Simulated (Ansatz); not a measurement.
**PH2⁻, triplet: reading a ladder of total energies**

Geometry: that of the PH2⁻, singlet, kept fixed. The singlet lies 1.8 eV lower here.

```xyz
3

P     0.0000   -0.0612    0.0000
H     0.0000    0.9398   -1.0301
H     0.0000    0.9398    1.0301
```

Basis aug-cc-pVDZ; Ansatz 0.2.0. Only valence electrons are correlated (noble-gas cores frozen), which leaves 8 electrons in 40 orbitals. R marks a restricted (for open shells ROHF) determinant. This anion state lies near or above the neutral species, so the extra electron is weakly bound or unbound and the energies hang on the diffuse functions.

Full CI isn't at hand for all of this; RCCSDTQ serves as the reference, and is uncertain by about the last step of the cluster series.

Runs differ by some tens of microhartree through their thresholds and, for an open shell, their frozen cores, so steps under 0.03 kcal/mol mean nothing.

```json
{"level": "RHF", "total energy (hartree)": "-341.833356"}
{"level": "RMP2", "total energy (hartree)": "-341.959746"}
{"level": "RCCSD", "total energy (hartree)": "-341.986486"}
{"level": "RCCSD(T)", "total energy (hartree)": "-341.991232"}
{"level": "RCCSDT", "total energy (hartree)": "-341.992111"}
{"level": "RCCSDT(Q)", "total energy (hartree)": "-341.992326"}
{"level": "RCCSDTQ", "total energy (hartree)": "-341.992355"}
```

**Question.** What is the correlation energy at RCCSDTQ, and what share of it do RMP2 and RCCSDT recover?

**Answer.** E(corr) = -341.992355 − (-341.833356) = -0.158999 hartree = -4.327 eV. RMP2: -0.126390 / -0.158999 = 79.49 %. RCCSDT: -0.158755 / -0.158999 = 99.85 %.

**Question.** By how many kcal/mol does RCCSD(T) miss RCCSDTQ (1 hartree = 627.509 kcal/mol), and which steps make up the rest?

**Answer.** -341.991232 − (-341.992355) = 0.001123 hartree = 0.70 kcal/mol. Steps: RCCSDT − RCCSD(T) = -0.55, RCCSDT(Q) − RCCSDT = -0.13, RCCSDTQ − RCCSDT(Q) = -0.02 kcal/mol. That is within 1 kcal/mol of the reference in this basis, which itself misses far more of the correlation at the basis-set limit.
